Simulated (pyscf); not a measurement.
Optimised with ωB97X-D3(BJ)/def2-SVP in PySCF. MP2 and CC: frozen core, UHF for open shells. ΔMP2 is the change of the MP2 total energy from the triple- to the quadruple-zeta basis.

SMILES: [O]=[Sn]([F])[F]
```xyz
4

O      2.0591    -0.7142    -0.8234
Sn     0.3478    -0.0746    -0.8414
F     -0.3381     1.7121    -0.8803
F     -1.3435    -0.9692    -0.8284
```
Charge 0, spin multiplicity 1.

How much does it cost (ΔH, 298 K, CCSD(T)/def2-TZVPP + ΔMP2(QZVPP)) to split O=Sn(F)–F at its F–Sn bond into [O=Sn–F]• + F•?

F–Sn to [O=Sn–F]• + F•: 377.4 kJ/mol. The radicals are drawn with the spin at the cut bond; how far it spreads was not checked. The CCSD(T) − MP2 part came from Ansatz, without density fitting, on the same reference. The frozen core leaves the outer d or s,p core shells of the metals and heavy elements correlated in the MP2 and CC values, and def2-TZVPP describes them poorly, which can shift differences by a few kcal/mol. Left out: the spin-orbit lowering of F. Elements past Kr carry the def2 core potentials, without spin-orbit coupling.
